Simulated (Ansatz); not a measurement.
# AlSO (doublet): from Hartree-Fock to the top rungs at a displaced geometry (v1), cc-pVDZ

How much of the correlation energy of AlSO (doublet) does each wave-function method recover here?

Computed with Ansatz 0.2.0, Gaussian basis. Level: cc-pVDZ, core rule «outside noble gas», up to 11 orbitals frozen.

The runs, in order: UHF; CCSD(T) on ROHF; CCSD(T) on UHF; BCCD(T) on ROHF; CISD as a restricted active space (open shells left free, so some higher excitations enter); CCSDT(Q) on ROHF; CCSDT(Q) on UHF.

25 further runs of the same task are left out: 12 for a known fault of the program, 4 that didn't finish, 9 set aside as unsound or not needed. Runs told in other sessions of the task aren't counted.

### 1 What is computed

The geometry is a PBE0/def2-TZVP stationary point (not a proven minimum) with its atoms shifted at random (size 0.040 Å).

3 atoms, charge 0, spin multiplicity 2.

Atoms are counted from 1 here; the program's logs count them from 0.

Bond lengths: Al1–O2 1.732 Å, O2–S3 1.642 Å. Angles: Al1–O2–S3 176.9°.

### 2 UHF

File in.yaml:

```yaml
crystal:
  periodic: [false, false, false]
  atoms:
    - {symbol: Al, position_ang: [-0.015433, -0.009008, 1.701240]}
    - {symbol: O, position_ang: [-0.016266, -0.025151, -0.030613]}
    - {symbol: S, position_ang: [0.031698, 0.034159, -1.670627]}
basis:
  gaussian: {orbitals: cc-pVDZ}
magnetization: {spin_polarized: true, initial_magnetization: 1}
hamiltonian: {xc: hf}
output: {orbitals: {seedname: orbitals}}
```

Command:

```console
$ ansatz run in.yaml --threads 1 --pin off --events-out ev --progress --plain --max-ram 2393MiB
```

After this run come: CCSD(T) on ROHF; CCSD(T) on UHF; BCCD(T) on ROHF; CISD as a restricted active space (open shells left free, so some higher excitations enter); CCSDT(Q) on ROHF; CCSDT(Q) on UHF.

Q: Predict the results of all the runs planned. Wanted: UCCSDT(Q) from the RHF energy; RMP2 from UCCSDT(Q); UMP2 from UCCSDT(Q); RCCSD from UCCSDT(Q); RCCSD(T) from UCCSDT(Q); UCCSD(T) from UCCSDT(Q); RCCSDT(Q) from UCCSDT(Q); T1 diagnostic.

**Answer**, as computed:

```
                         quantity                      value
    UCCSDT(Q) from the ROHF energy                -10.2829 eV
              RMP2 from UCCSDT(Q)                +1068.5 meV
              UMP2 from UCCSDT(Q)                +1095.1 meV
             RCCSD from UCCSDT(Q)                 +348.0 meV
          RCCSD(T) from UCCSDT(Q)                  +58.3 meV
          UCCSD(T) from UCCSDT(Q)                  +58.5 meV
         RCCSDT(Q) from UCCSDT(Q)                   +5.7 meV
levels within 1 kcal/mol (43 meV)  RCCSDT, UCCSDT, RCCSDT(Q)
                    T1 diagnostic                      0.026
```

In words: RCCSD(T) lands +58.3 meV from the yardstick (0.6 % of the correlation energy). These misses are within one basis, not against nature; the frozen cores of restricted and unrestricted runs differ, which can shift their rows.

With open shells the CI space here admits some higher excitations, so it is larger than plain CISD.
